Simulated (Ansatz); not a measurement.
Which method gave which barrier?

Saddle point of CH₆SSi, closed shell (CH₆SSi ([CH3][SiH2][SH]) → SiH₂S ([SiH2][S]) + CH₄; bonds formed: C2–H4; bonds broken: Si1–C2, S3–H4), PBE0-D4/def2-TZVP structure:

Si1  (-0.844, -0.714, 0.078)
C2  (0.634, 0.765, 0.054)
S3  (0.166, -2.177, -0.886)
H4  (0.710, -0.469, -0.496)
H5  (-1.973, 0.002, -0.573)
H6  (-1.068, -0.723, 1.547)
H7  (-0.111, 1.558, -0.063)
H8  (1.089, 0.779, 1.041)
H9  (1.398, 0.980, -0.703)
(Å)

Program: Ansatz 0.2.0. Basis: def2-TZVPP, with def2-QZVPP for the basis limit. Cores are frozen in the correlated methods. B3LYP uses VWN-RPA correlation. Extrapolation: Hartree–Fock as exp(−7.88 √X), correlation as X^−2.97. Four methods, as single points on the PBE0-D4 structures, gave these electronic barriers from the start structure: 221.3, 234.6, 256.2, 295.6 kJ/mol.

Problem. The methods were, in alphabetical order, B3LYP-D4, BHLYP-D4, BLYP-D4, HF. Which gave which? (A judgement: the text doesn't fix the answer.)

Solution. By the calculation: BLYP-D4 221.3; B3LYP-D4 234.6; BHLYP-D4 256.2; HF 295.6 kJ/mol. For comparison, CCSD(T) at an estimated basis limit (MP2 extrapolated from triple and quadruple zeta, plus CCSD(T) − MP2 in triple zeta) gives 237.0 kJ/mol.

The T1 diagnostic stays at or below 0.017.

Labels in which every atom is bracketed show which atoms are joined, not bond orders.

For scale, one of the runs: CCSD(T)/def2-TZVPP, 199 basis functions, launched by `ansatz run in.yaml --threads 2 --pin off --events-out ev --progress --plain --max-ram 4352MiB`. The run took 45 s on 2 CPU threads of an Arm Neoverse V1 (shared host), with 2.2 GiB of host memory at its peak.
